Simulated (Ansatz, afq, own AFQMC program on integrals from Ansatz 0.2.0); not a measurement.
# SiH₂O, triplet in cc-pVDZ, levels against CCSDT(Q)

```xyz
4

Si    0.0168   -0.0832    0.4840
O    -0.0805    0.0715   -0.8465
H     0.0714    1.1744    1.2949
H     0.7369    0.0085   -1.3456
```

Connectivity, by distances: SiH–OH.

Basis cc-pVDZ. Noble-gas cores (and the filled d shells of Ga–Kr and In–Xe) are frozen. AFQMC by an in-house program on the Cholesky factors that Ansatz 0.2.0 writes for its CCSD(T) run. ph-AFQMC/CISD is guided by a CISD state made of CCSD amplitudes; releasing the constraint for a short imaginary time cuts its bias at the price of noise, slowly where states lie close. Uncertainties: one standard error, sampling alone.

Determinant: UHF, the one that the program's search chose, which needn't be the lowest solution. The geometry is a point of a scan.

No full CI on the walks' own integrals is used here; CCSDT(Q) serves as the reference and is uncertain by about the last step of the cluster series.

Cautions: lower spins were not checked.

- T1 diagnostic: 0.0159
- weight of the determinant in the CISD state: 0.909
- ⟨S²⟩ of the determinant: 2.005
- size of the correlated space: 12 electrons in 36 orbitals

Reference: CCSDT(Q), correlation energy -7.428 eV. The released energy is read at 1.62 1/Eh, later times being too noisy (meV from the phaseless value at times in 1/Eh: -6 ± 15 at 0.24, -2 ± 11 at 0.51, -16 ± 14 at 0.99, -11 ± 14 at 1.62, -17 ± 22 at 2.40).

| level | E − E(reference) (meV) | share of correlation (%) |
| --- | --- | --- |
| HF | 7428.1 | 0.00 |
| MP2 | 697.5 | 90.61 |
| CCSD | 172.5 | 97.68 |
| CCSD(T) | 29.5 | 99.60 |
| CCSDT | 14.3 | 99.81 |
| ph-AFQMC/CISD | 13.0 ± 10.6 | 99.83 |
| released AFQMC | 1.8 ± 13.7 | 99.98 |

Released energies are given only where the last usable release times agree within the noise; a slower fall can still hide under it.
